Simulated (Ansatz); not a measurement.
bcc K, treated with PBE (PAW; Ansatz, a quantum-chemistry and plane-wave program).

Run with plane-wave cutoff 520 eV, 18×18×18 k mesh, Fermi–Dirac smearing 0.1 eV, perturbation theory, force constants from a 6×6×6 q mesh, scalar-relativistic PAW data made under PBE.

Computed at the level's own relaxed cell.

Harmonic phonon frequencies (cm⁻¹; i marks an imaginary mode):

```json
[
 {"q point": "N", "frequencies": "16 50 77"},
 {"q point": "H", "frequencies": "73 73 73"}
]
```

No imaginary mode appears at these points.
